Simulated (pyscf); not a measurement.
One four-centre exchange on the singlet surface with elements of a group swapped. ωB97M-D3(BJ)/def2-TZVP, kcal/mol, from the separated reactants. Structures and frequencies: ωB97X-D3(BJ)/def2-SVP in PySCF.

```json
[
 {"step": "F–In(F)–F + H₂S → HF + F–In(F)–SH", "barrier": "-11.2", "reaction energy": "-11.4", "imaginary mode (i cm⁻¹)": "676"},
 {"step": "H₂S + Cl–Al(Cl)–Cl → HS–Al(Cl)–Cl + HCl", "barrier": "5.0", "reaction energy": "+10.5", "imaginary mode (i cm⁻¹)": "364"},
 {"step": "H₂Se + Cl–Al(Cl)–Cl → Cl–Al(Cl)–SeH + HCl", "barrier": "4.6", "reaction energy": "+9.5", "imaginary mode (i cm⁻¹)": "403"},
 {"step": "H₂S + Cl–Ga(Cl)–Cl → HS–Ga(Cl)–Cl + HCl", "barrier": "?", "reaction energy": "?", "imaginary mode (i cm⁻¹)": "684"},
 {"step": "H₂Se + Cl–Ga(Cl)–Cl → Cl–Ga(Cl)–SeH + HCl", "barrier": "3.9", "reaction energy": "+1.8", "imaginary mode (i cm⁻¹)": "766"},
 {"step": "H₂S + F–Ga(Cl)–Cl -> HS–Ga(Cl)–Cl + HF", "barrier": "-3.8", "reaction energy": "-2.4", "imaginary mode (i cm⁻¹)": "865"}
]
```

Fill in the missing entries.


- H₂S + Cl–Ga(Cl)–Cl → HS–Ga(Cl)–Cl + HCl, barrier: 5.3
- H₂S + Cl–Ga(Cl)–Cl → HS–Ga(Cl)–Cl + HCl, reaction energy: +4.8

Row 1: On the reactant side the descent ends in an adduct with a In–S contact, 24.4 kcal/mol under the separated species and 8.2 kcal/mol under the saddle at ωB97X-D3(BJ)/def2-TZVP. On the product side the descent ends in an adduct with a F–In contact, 10.8 kcal/mol under the separated species and 9.4 kcal/mol under the saddle at ωB97X-D3(BJ)/def2-TZVP. Row 2: On the reactant side the descent ends in an adduct with a Al–S contact (not fully relaxed), 22.9 kcal/mol under the separated species and 23.7 kcal/mol under the saddle at ωB97X-D3(BJ)/def2-TZVP. On the product side the descent ends in an adduct with a Al–Cl contact, 10.5 kcal/mol under the separated species and 1.7 kcal/mol under the saddle at ωB97X-D3(BJ)/def2-TZVP. Row 3: On the reactant side the descent ends in an adduct with a Al–Se contact, 22.9 kcal/mol under the separated species and 21.6 kcal/mol under the saddle at ωB97X-D3(BJ)/def2-TZVP. On the product side the descent ends in an adduct with a Al–Cl contact, 10.5 kcal/mol under the separated species and 2.1 kcal/mol under the saddle at ωB97X-D3(BJ)/def2-TZVP. Row 4: On the reactant side the descent ends in an adduct with a Ga–S contact, 19.5 kcal/mol under the separated species and 20.4 kcal/mol under the saddle at ωB97X-D3(BJ)/def2-TZVP. On the product side the descent ends in an adduct with a Cl–Ga contact, 7.8 kcal/mol under the separated species and 4.8 kcal/mol under the saddle at ωB97X-D3(BJ)/def2-TZVP. Row 5: On the reactant side the descent ends in an adduct with a Ga–Se contact, 20.8 kcal/mol under the separated species and 18.5 kcal/mol under the saddle at ωB97X-D3(BJ)/def2-TZVP. On the product side the descent ends in an adduct with a Cl–Ga contact, 7.7 kcal/mol under the separated species and 6.0 kcal/mol under the saddle at ωB97X-D3(BJ)/def2-TZVP. Row 6: On the reactant side the descent ends in an adduct with a Ga–S contact, 21.0 kcal/mol under the separated species and 13.1 kcal/mol under the saddle at ωB97X-D3(BJ)/def2-TZVP. On the product side the descent ends in an adduct with a F–Ga contact, 9.4 kcal/mol under the separated species and 6.8 kcal/mol under the saddle at ωB97X-D3(BJ)/def2-TZVP. Each row is the saddle that its search found. Elements up to Kr have no core potential and no relativistic terms here. Elements past Kr carry the def2 core potentials, without spin-orbit coupling.
